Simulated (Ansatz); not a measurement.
Ansatz (a first-principles code) input (CCSD(T)/aug-cc-pVDZ):

Ansatz 0.2 input:
```yaml
crystal:
  periodic: [false, false, false]
  atoms:
    - {symbol: C, position_ang: [-0.00000000, -0.00000000, -0.73641303]}
    - {symbol: N, position_ang: [0.00000000, 0.00000000, 0.42763309]}
    - {symbol: H, position_ang: [0.00000000, 0.00000000, 1.42504654]}
basis:
  gaussian:
    orbitals: aug-cc-pVDZ
magnetization: {spin_polarized: false}
correlation: {method: ccsd_t, electrons: outside_noble_gas}
output: {forces: true}
```

Output:

```
Functional definition: HF
integrals: 0.02 GiB planned
555 factors; integrals over basis functions are off by at most 9.3e-4 eV
mean field: 0.09 GiB planned
mean field evaluation 1: about -2525.9774 eV, gradient 2.3e1 eV
mean field evaluation 2: about -2525.9790 eV, gradient 2.3e1 eV
mean field evaluation 4: about -2527.1406 eV, gradient 3.2e0 eV
mean field evaluation 8: about -2527.1680 eV, gradient 7.9e-5 eV
mean field evaluation 16: about -2527.1667 eV, gradient 9.6e-2 eV
mean field -2527.16800453 eV, -92.8717111905 hartree, gradient 2.6e-6 eV, S^2 0.000000; 0 other end points of the search recorded, 0 dependent functions left out
2 core orbitals not correlated
reference -2527.16800453 eV, -92.8717111905 hartree; 5, 5 occupied and 48, 48 virtual orbitals, 555 factors
densities: 0.12 GiB planned
second order -7.66613512 eV of doubles, -0.00000000 eV of singles
coupled cluster: 0.10 GiB planned
cycle   1  -7.70950080 eV  change   -4.3e-2 eV  update   7.8e-2
cycle   2  -7.96117567 eV  change   -2.5e-1 eV  update   2.5e-2
cycle   3  -8.03603474 eV  change   -7.5e-2 eV  update   1.3e-2
cycle   4  -8.03177229 eV  change    4.3e-3 eV  update   3.0e-3
cycle   5  -8.03328347 eV  change   -1.5e-3 eV  update   1.1e-3
cycle   6  -8.03325237 eV  change    3.1e-5 eV  update   3.1e-4
cycle   7  -8.03314997 eV  change    1.0e-4 eV  update   8.1e-5
cycle   8  -8.03314336 eV  change    6.6e-6 eV  update   3.6e-5
cycle   9  -8.03312595 eV  change    1.7e-5 eV  update   9.0e-6
cycle  10  -8.03312175 eV  change    4.2e-6 eV  update   2.9e-6
perturbative correction -0.35157059 eV, -0.0129199807 hartree
the calculation of the forces begins
Total energy: -2535.55269686 eV, -93.1798429504 hartree
Atom 0 at    -0.000000    -0.000000    -0.736413 Å, force     0.000000     0.000000    -3.063414 eV/Å
Atom 1 at     0.000000     0.000000     0.427633 Å, force    -0.000000    -0.000000     2.624492 eV/Å
Atom 2 at     0.000000     0.000000     1.425047 Å, force    -0.000000     0.000000     0.438922 eV/Å
Dipole moment:     0.000000     0.000000     0.655989 e Å
```
